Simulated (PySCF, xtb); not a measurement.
ethylamine (C2H7N), SMILES NCC. The values are those of a single conformer.

Harmonic wavenumbers (cm⁻¹) from GFN2-xTB (xtb 6.7.1) at its own minimum, in rising order: 216, 276, 392, 830, 916, 954, 993, 1135, 1148, 1226, 1279, 1361, 1407, 1490, 1495, 1500, 1566, 2808, 2959, 3028, 3043, 3053, 3385, 3419.

**Question.** What does PySCF with PBE-D3(BJ)/def2-TZVP give at its own minimum? (The exact figures need the calculation; the answer reports its results.)

**Answer.** 233, 266, 403, 780, 824, 888, 978, 1077, 1114, 1223, 1283, 1348, 1375, 1436, 1445, 1466, 1605, 2871, 2964, 2977, 3032, 3051, 3390, 3472. Paired by order, the mean absolute difference is 32 cm⁻¹ and the zero-point energies are 57.0 and 56.5 kcal/mol.
